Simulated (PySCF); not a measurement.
# Stretching AlH⁺

Set-up: Al x2c-SVPall, H x2c-SVPall; spin-free X2C with a Gaussian nucleus (PySCF 2.14). Energies in eV from Al⁺ + H in their ground configurations at the same level. State: ²Σ⁺ (doublet), unpaired electrons σ ↑.

```json
{"R (Å)": "1.399", "M06-2X": "-0.4488"}
{"R (Å)": "1.464", "M06-2X": "-0.6425"}
{"R (Å)": "1.529", "M06-2X": "-0.7483"}
{"R (Å)": "1.578", "M06-2X": "-0.7829"}
{"R (Å)": "1.627", "M06-2X": "-0.7878"}
{"R (Å)": "1.676", "M06-2X": "-0.7693"}
{"R (Å)": "1.741", "M06-2X": "-0.7180"}
{"R (Å)": "1.822", "M06-2X": "-0.6279"}
{"R (Å)": "1.920", "M06-2X": "-0.5061"}
{"R (Å)": "2.050", "M06-2X": "-0.3546"}
```

Question: Put a parabola through the three lowest points of the M06-2X curve and estimate Re, k and ωe (reduced mass 0.9715 u; 1 eV/Å² = 0.16022 mdyn/Å; ωe = 1302.8·√(k/μ) cm⁻¹).

Answer: Through R = 1.578, 1.627, 1.676 Å the second-order coefficient is 4.87 eV/Å², so Re ≈ 1.613 Å, k ≈ 1.56 mdyn/Å and ωe ≈ 1652 cm⁻¹. A polynomial fit of higher order to the unrounded M06-2X energies gives Re = 1.611 Å, k = 1.70 mdyn/Å, ωe = 1724 cm⁻¹; anharmonicity and rounding make the difference.

The higher-order fit for each curve: M06-2X: Re = 1.611 Å, ωe = 1724 cm⁻¹, De = 0.79 eV.

For an ion De counts to the pair picked by the measured ionisation energies or electron affinities, which need not be the lowest pair at this level. The state was picked by a PBE0 search and need not be the measured ground state.
